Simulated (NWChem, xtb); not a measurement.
C4H6F2 (SMILES FC/C=C\CF): methods side by side

C4H6F2 has 12 atoms, charge 0, and is taken as a singlet. As SMILES, `FC/C=C\CF`. Geometry: relaxed at PBE0-D4/def2-TZVP. This is a higher conformer, about 13 kJ/mol above the lowest found by a separate search.

```xyz
12

F    -2.7182   -0.2731    0.8130
C    -1.5711    0.1731    0.1774
C    -0.4113   -0.6425    0.6530
C     0.8633   -0.5444    0.2990
C     1.4713    0.4060   -0.6667
F     0.5383    1.2585   -1.2238
H    -1.4518    1.2335    0.4123
H    -1.7282    0.0753   -0.8995
H    -0.6868   -1.4010    1.3799
H     1.5797   -1.2266    0.7496
H     1.9587   -0.1360   -1.4864
H     2.2332    1.0222   -0.1737
```

Quantity: the dipole moment, in D. The values are calculated.

```
                             level            kind  program  value (D)
                          GFN2-xTB  semi-empirical      xtb       3.40
                          GFN0-xTB  semi-empirical      xtb       3.56
                          GFN1-xTB  semi-empirical      xtb       3.35
                         HF/STO-3G    Hartree–Fock   NWChem       1.75
                          HF/3-21G    Hartree–Fock   NWChem       3.23
                       HF/def2-SVP    Hartree–Fock   NWChem       3.16
B3LYP/6-31G* (spherical functions)   global hybrid   NWChem       2.55
B3LYP/6-31G* (Cartesian functions)   global hybrid   NWChem       2.55
```

The values span 1.75 to 3.56 D. Magnitudes only. Sets without polarisation functions give poor dipoles. Without the sets that lack polarisation functions the rows with a basis span only 2.55 to 3.16 D.
